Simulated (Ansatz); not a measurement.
Scandium, hcp: convergence with Methfessel-Paxton smearing

Computed with Ansatz, LDA, scalar-relativistic PAW, on the relaxed cell (a = 3.227 Å, c = 5.009 Å (c/a = 1.552); spin not included). Errors count from a run at 420 eV on a Γ-centred 18×18×10 mesh with Fermi-Dirac smearing of 0.1 eV, extrapolated to zero width. Fixed here: cutoff 420 eV, mesh 11×11×6. The SCF starts from atomic densities corrected by a trained network.

| width (eV) | E(σ→0) error (meV/atom) | F error (meV/atom) | P (GPa) | SCF iterations |
| --- | --- | --- | --- | --- |
| 0.01 | -0.2 | -0.2 | -0.25 | 5 |
| 0.03 | -0.2 | -0.2 | -0.27 | 5 |
| 0.1 | -0.3 | -0.1 | -0.28 | 5 |
| 0.2 | 0.7 | 0.7 | -0.23 | 5 |
| 0.3 | 1.2 | -0.6 | -0.16 | 5 |
| 0.6 | -5.9 | -12.0 | -0.11 | 5 |
| 1.0 | -19.6 | -21.0 | -0.14 | 5 |
